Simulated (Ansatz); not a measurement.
# How far each method lies from full CI for [H···H···CH3], doublet

Geometry: a point of a hydrogen-transfer path between rigid fragments, not a stationary point.

```xyz
6

H    -2.1684    0.0000    0.0000
H    -0.9584    0.0000    0.0000
C     0.2096    0.0000    0.0000
H     0.2096   -1.0800    0.0000
H     0.2096    0.5400    0.9353
H     0.2096    0.5400   -0.9353
```

Basis 6-31G; Ansatz 0.2.0. Correlated methods freeze the noble-gas cores, which leaves 9 electrons in 18 orbitals. Prefix R: restricted or restricted open-shell reference; prefix U: unrestricted. Active spaces: pair = (3e, 3o) about the gap; valence = (9e, 9o) chosen from the atoms' valence shells.

Full CI is exact within this basis and frozen core; it isn't the basis-set limit. The frozen core follows each run's orbitals, which can shift R against U totals by a few meV.

For open shells CISD is restricted-active-space CI with the open shells as a complete middle space.

* UHF ⟨S²⟩: 0.776
* T1 diagnostic (RCCSD): 0.0224
* largest doubles amplitude (RCCSD): 0.074
* T1 diagnostic (UCCSD): 0.0112

```csv
level,E − E(full CI) (meV),share of correlation (%),wall time
RHF,3612,0.00,–
UHF,3472,3.87,–
RMP2,671,81.43,–
UMP2,668,81.49,–
CISD,231,93.60,0.36 s
RCCSD,67,98.14,–
UCCSD,65,98.19,–
RCCSD(T),11,99.68,0.74 s
UCCSD(T),12,99.68,0.46 s
BCCD(T),12,99.68,0.43 s
RCCSDT,4,99.90,–
UCCSDT,3,99.91,–
RCCSDT(Q),0,99.99,2.5 s
UCCSDT(Q),0,100.00,2.2 s
RCCSDTQ,0,99.99,25 s
CASSCF (pair space),2996,17.05,–
NEVPT2 (pair space),513,85.79,0.25 s
MRCISD (pair space),162,95.51,–
MRCISD+Q (pair space),26,99.29,0.36 s
CASSCF (valence space),1112,69.20,–
NEVPT2 (valence space),257,92.88,2.6 s
MRCISD (valence space),26,99.27,–
MRCISD+Q (valence space),6,99.84,3.8 s
MRCISD+Q(relaxed) (valence space),-3,100.08,4.7 s
```

The correlation energy at full CI, counted from RHF, is -3.612 eV. That run took 80 s on 1 thread of Arm Neoverse V2, shared host over 13,106,016 determinants.

Times hold each run's SCF and search for its determinant on a shared host, so for small cases they say little of a method's own cost; they ran on 1 thread of Arm Neoverse V2.

The full-CI state has the irrep A' of Cs, in the program's axes (one component, if the state is degenerate).

Natural occupations of full CI about the gap: 1.980 1.969 1.969 1.954 1.000 0.039 0.021 0.021 0.021 0.007; effectively unpaired electrons, Σ n²(2−n)², 1.03.
